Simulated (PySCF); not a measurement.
**Basis-set dependence of excited states**

Compound: benzvalene, C6H6.
InChI=1S/C6H6/c1-2-4-5-3(1)6(4)5/h1-6H

TDDFT with PBE0 (PySCF), vertical singlets, core orbitals frozen in the response, spherical d and f functions. Isolated species at its PBE0-D3(BJ)/def2-SVP geometry, gas phase.

**Question.** Compare 6-31+G*, def2-SVPD, aug-cc-pVDZ and def2-TZVPD for this molecule.

**Answer.** 

```json
{"basis": "6-31+G*", "functions": "120", "diffuse": "yes", "S1 (eV)": "5.58", "S2 (eV)": "5.71", "S3 (eV)": "6.11", "S4 (eV)": "6.15", "S5 (eV)": "6.22", "LUMO (eV)": "0.24", "α (au)": "59.2"}
{"basis": "def2-SVPD", "functions": "168", "diffuse": "yes", "S1 (eV)": "5.62", "S2 (eV)": "6.31", "S3 (eV)": "6.34", "S4 (eV)": "6.82", "S5 (eV)": "6.85", "LUMO (eV)": "0.21", "α (au)": "60.1"}
{"basis": "aug-cc-pVDZ", "functions": "192", "diffuse": "yes", "S1 (eV)": "5.43", "S2 (eV)": "5.53", "S3 (eV)": "5.84", "S4 (eV)": "5.90", "S5 (eV)": "6.07", "LUMO (eV)": "0.07", "α (au)": "62.4"}
{"basis": "def2-TZVPD", "functions": "276", "diffuse": "yes", "S1 (eV)": "5.55", "S2 (eV)": "5.81", "S3 (eV)": "6.26", "S4 (eV)": "6.31", "S5 (eV)": "6.35", "LUMO (eV)": "0.17", "α (au)": "62.0"}
```

Against def2-TZVPD the other sets differ by up to 0.12 eV in S1, 0.50 eV in S2, 0.42 eV in S3, 0.52 eV in S4, 0.49 eV in S5. Against def2-TZVPD the polarisability deviates by -4% in 6-31+G*, -3% in def2-SVPD, +1% in aug-cc-pVDZ. A single + in a Pople set puts diffuse functions on heavy atoms only.
